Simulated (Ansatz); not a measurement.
3C-SiC: PBE at its full settings (plane-wave cutoff 520 eV, 14×14×14 k mesh, Fermi–Dirac smearing 0.01 eV, scalar-relativistic PAW data made under PBE) and at cheaper ones, in a cell of 2 atoms with Γ-centred meshes.

```json
[
 {"level and setting": "PBE (Ansatz)", "equilibrium lattice constant a (Å)": "4.380", "bulk modulus (GPa)": "213"},
 {"level and setting": "PBE (300 eV cutoff) (Ansatz)", "equilibrium lattice constant a (Å)": "4.381", "bulk modulus (GPa)": "217"},
 {"level and setting": "PBE (Γ point alone) (Ansatz)", "equilibrium lattice constant a (Å)": "4.729", "bulk modulus (GPa)": "107"},
 {"level and setting": "PBE (2×2×2 k mesh) (Ansatz)", "equilibrium lattice constant a (Å)": "4.437", "bulk modulus (GPa)": "198"},
 {"level and setting": "PBE (4×4×4 k mesh) (Ansatz)", "equilibrium lattice constant a (Å)": "4.382", "bulk modulus (GPa)": "213"},
 {"level and setting": "PBE (6×6×6 k mesh) (Ansatz)", "equilibrium lattice constant a (Å)": "4.380", "bulk modulus (GPa)": "213"},
 {"level and setting": "PBE (Fermi-Dirac smearing of 0.3 eV) (Ansatz)", "equilibrium lattice constant a (Å)": "4.380", "bulk modulus (GPa)": "213"}
]
```

Largest shifts from the full settings: lattice constant a +7.97 % (PBE (Γ point alone)), against a difference of +0.78 % of the full result from the reference 4.346 Å (measured, static lattice: zero-point anharmonic expansion removed, our sources range from 4.341 to 4.348; as tabulated in Mejia-Rodriguez and Trickey (2018), arXiv:1807.09216); bulk modulus -50 % (PBE (Γ point alone)), against a difference of -7.0 % of the full result from the reference 229 GPa (measured, 0 K value with the zero-point phonon effect removed; as tabulated in Mejia-Rodriguez and Trickey (2018), arXiv:1807.09216).

The full settings aren't shown to be converged themselves.

Caveats: the gap of the solid is closed in this run (PBE (Γ point alone)). Ansatz's density-functional and Hartree–Fock values are scalar-relativistic unless marked +SOC, with PAW data made under PBE.

Run with cheap settings on purpose, which may leave them unconverged: PBE (2×2×2 k mesh), PBE (300 eV cutoff), PBE (4×4×4 k mesh), PBE (6×6×6 k mesh), PBE (Fermi-Dirac smearing of 0.3 eV), PBE (Γ point alone).

Ansatz is a quantum-chemistry and plane-wave program.
